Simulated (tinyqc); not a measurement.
Pariser-Parr-Pople SCF with singles CI, for the molecule FC1=CC=C1 (SMILES; centres numbered as the heavy atoms are written), step by step. One step of it, computed by the program tinyqc.

Question. Iteration 1: orbitals and new P. Diagonalise F (the basis is taken as orthonormal) and form P = 2 sum c c over the lowest orbitals; 0.5 of the old P is kept.

F (eV), order 1F, 2C, 3C, 4C, 5C:
$$\begin{pmatrix}
-24.152928 & -4.781448 & 0.000000 & 0.886133 & 0.000000 \\
-4.781448 & -6.550549 & -3.382118 & 0.000000 & -3.382118 \\
0.000000 & -3.382118 & -4.760326 & -3.998528 & 1.099623 \\
0.886133 & 0.000000 & -3.998528 & -3.625589 & -3.998528 \\
0.000000 & -3.382118 & 1.099623 & -3.998528 & -4.760326
\end{pmatrix}$$

pi electrons, sum of z_r less the charge = 6

P at the start, order 1F, 2C, 3C, 4C, 5C:
$$\begin{pmatrix}
1.000000 & 0.851125 & 0.000000 & -0.524962 & 0.000000 \\
0.851125 & 1.000000 & 0.371205 & 0.000000 & 0.371205 \\
0.000000 & 0.371205 & 1.500000 & 0.601837 & -0.500000 \\
-0.524962 & 0.000000 & 0.601837 & 1.000000 & 0.601837 \\
0.000000 & 0.371205 & -0.500000 & 0.601837 & 1.500000
\end{pmatrix}$$

Give: orbital energies; P after iteration 1.

Answer.

orbital energies (eV): [-25.4490, -11.4676, -5.8599, -4.4154, 3.3422]

P after iteration 1, order 1F, 2C, 3C, 4C, 5C:
$$\begin{pmatrix}
1.4554 & 0.5938 & -0.0411 & -0.3671 & -0.0411 \\
0.5938 & 0.8241 & 0.4384 & 0.2508 & 0.4384 \\
-0.0411 & 0.4384 & 1.4814 & 0.5432 & -0.5186 \\
-0.3671 & 0.2508 & 0.5432 & 0.7577 & 0.5432 \\
-0.0411 & 0.4384 & -0.5186 & 0.5432 & 1.4814
\end{pmatrix}$$
